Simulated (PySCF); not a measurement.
## Bond length, frequency and bond energy of MgP by level of theory

State: ⁴Σ⁻ (quartet), unpaired electrons σ ↑, π ↑↑. Set-up: PySCF, spin-free X2C with a Gaussian nucleus, basis sets Mg x2c-SVPall, P x2c-SVPall. De refers to Mg + P in their high-spin ground configurations, without counterpoise correction. The functionals are run spin-unrestricted. A positive dipole means Mg(−)P(+).

```tsv
Level	Re (Å)	ωe (cm⁻¹)	De (eV)	μ (D)	CPU s a point (SCF and correlation, without the integrals)
UHF	2.568	292	0.202	-2.24	0.08
UHF-MP2	2.565	301	0.328	n/a	0.12
UHF-SCS-MP2	2.578	293	0.248	n/a	n/a
UHF-CCSD	2.617	244	0.188	n/a	n/a
UHF-CCSD(T)	2.616	253	0.256	n/a	1.7
PBE	2.587	288	0.89	-1.38	0.49
r²SCAN	2.571	300	0.94	-1.79	0.67
PBE0	2.563	301	0.81	-1.69	0.87
r²SCAN0	2.560	304	0.86	-1.92	0.75
M06	2.576	285	0.77	-1.24	0.64
BHandHLYP	2.562	295	0.60	-1.78	0.41
```

Task: Which functional lies closest to UHF-CCSD(T) in De, which farthest, and by how much do they differ from it?

Result: Closest is BHandHLYP (-5.4 pm in Re, +16.6 % in ωe, +0.34 eV in De against UHF-CCSD(T) in the same basis), farthest r²SCAN (-4.5 pm in Re, +18.6 % in ωe, +0.68 eV in De). CCSD(T) converges more slowly with the basis than the functionals do and binds too weakly in this one, so the order can change at the basis-set limit.

Task: What does a quarter of exact exchange do here, going from PBE to PBE0?

Result: PBE0 less PBE: -2.4 pm in Re, +4.5 % in ωe, -0.08 eV in De. Exact exchange removes part of the self-interaction that spreads semilocal densities, and in most molecules shortens and stiffens the bond and lowers De; so it does here.

Task: What does the step from GGA to meta-GGA do here, going from PBE to r²SCAN?

Result: r²SCAN less PBE: -1.6 pm in Re, +4.2 % in ωe, +0.05 eV in De. 

Correlated steps freeze 6 core orbitals. Correlated levels converge slowly with the basis: in double zeta they bind strong bonds too weakly, by up to about 1 eV, and carry superposition errors of some tenths. The state is the lowest determinant that a PBE0 search found; another state may lie lower at other levels.

The whole job (state search and all levels along the bond) took about 1.6 min on 1 thread of Intel Xeon Platinum 8259CL @ 2.50GHz (shared host), peak memory 0.41 GiB.
